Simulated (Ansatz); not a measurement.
**Relaxing CsRb2MoF6**

The calculation used DFT PBEsol, scalar-relativistic, plane waves, PAW (Ansatz 0.2.0). Cutoff 420 eV, Γ-centred k mesh, Gaussian smearing, collinear spin, first started from parallel moments.

This is the end of a relaxation of cell and atoms.

```yaml
crystal:
  lattice:
    - [0.00000, 4.76869, 4.76869]
    - [4.76869, 0.00000, 4.76869]
    - [4.76869, 4.76869, 0.00000]
  atoms:
    - { symbol: Cs, position: [0.50000, 0.50000, 0.50000] }
    - { symbol: Rb, position: [0.25000, 0.25000, 0.25000] }
    - { symbol: Rb, position: [0.75000, 0.75000, 0.75000] }
    - { symbol: Mo, position: [0.00000, 0.00000, 0.00000] }
    - { symbol: F, position: [0.21395, 0.21395, 0.78605] }
    - { symbol: F, position: [0.21395, 0.78605, 0.78605] }
    - { symbol: F, position: [0.78605, 0.78605, 0.21395] }
    - { symbol: F, position: [0.21395, 0.78605, 0.21395] }
    - { symbol: F, position: [0.78605, 0.21395, 0.78605] }
    - { symbol: F, position: [0.78605, 0.21395, 0.21395] }
```

The zero of energy is the elements' standard structures at the same level (F₂ as a molecule); no fitted shifts are applied.

Q: What space group does it have?

A: Fm-3m (No. 225). Conventional cell: a = 9.537 Å. Cs has 6 F at 2.73 Å; around Rb lie 12 F at 3.39 Å; Mo is coordinated by 6 F at 2.04 Å; F has 1 Mo at 2.04 Å.

Q: How far does it lie from the elements in energy?

A: -2.525 eV/atom.

Q: Is it a metal?

A: No, the gap on the 6×6×6 mesh is 0.95 eV.

Q: What net moment does it keep?

A: 0.30 μB per atom, with site moments up to 1.63 μB.

The final run used a 6×6×6 mesh on its 10-atom cell and 0.02 eV smearing.

Cost: 2 runs of about 3.4 core-minutes in all, on Arm Neoverse V2 (shared hosts).